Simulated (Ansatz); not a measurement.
Cost and result up the ladder for Al(H2S)H3 (AlH5S) (7 atoms). Total charge 0; singlet. Geometry: PBE0-D4/def2-TZVP.

```xyz
7

Al   -0.477   -0.422   -0.885
S     0.566   -0.008    1.384
H     1.653    0.659    0.960
H    -0.091    1.128    1.673
H     0.568   -1.544   -1.330
H    -0.318    1.050   -1.485
H    -1.901   -0.864   -0.316
```

Ansatz on 2 threads of AMD EPYC 7R13 on a shared host. Times are rough, and most runs start from the orbitals of an earlier one. ωB97X-V/def2-TZVP serves as the yardstick here, not as an exact answer. Differences are given only for rows in sets of like size (and for xTB, whose basis is part of the method), since another set adds its own error. Binding counts from free atoms at the same level (Al doublet, S triplet, H doublet; other spins of the atoms weren't run), without zero-point energy or a counterpoise term.

LC-ωPBE has ω = 0.4 bohr⁻¹. B3LYP takes the VWN-RPA correlation. Correlated methods freeze 10 core orbitals.

Correlated methods converge slowly with the basis.

| level | functions | wall time | binding energy per atom (eV) | difference from ωB97X-V/def2-TZVP (eV) |
| --- | --- | --- | --- | --- |
| PBE-D4/def2-SVP | 61 | 0.4 s | 2.49 | – |
| B3LYP-D4/6-31G | 36 | 0.4 s | 2.30 | – |
| PBE0-D4/def2-SVP | 61 | 0.55 s | 2.48 | – |
| PBE-D4/def2-TZVP | 104 | 0.6 s | 2.49 | -0.07 |
| B3LYP-D4/def2-TZVP | 104 | 0.75 s | 2.53 | -0.02 |
| BHLYP-D4/def2-TZVP | 104 | 0.75 s | 2.50 | -0.05 |
| LC-ωPBE/def2-TZVP | 104 | 0.85 s | 2.48 | -0.08 |
| PBE-D4/def2-TZVPD | 134 | 0.9 s | 2.49 | -0.07 |
| r2SCAN-D4/def2-TZVP | 104 | 1.3 s | 2.53 | -0.02 |
| r2SCANh-D4/def2-TZVP | 104 | 1.4 s | 2.53 | -0.03 |
| r2SCAN-D4/def2-TZVPD | 134 | 1.8 s | 2.54 | -0.02 |
| ωB97X-V/def2-TZVP | 104 | 2.1 s | 2.56 | 0.00 |
| B97M-V/def2-TZVP | 104 | 2.6 s | 2.60 | 0.04 |
| CCSD(T)/def2-TZVPD | 134 | 4.1 s | 2.44 | -0.11 |
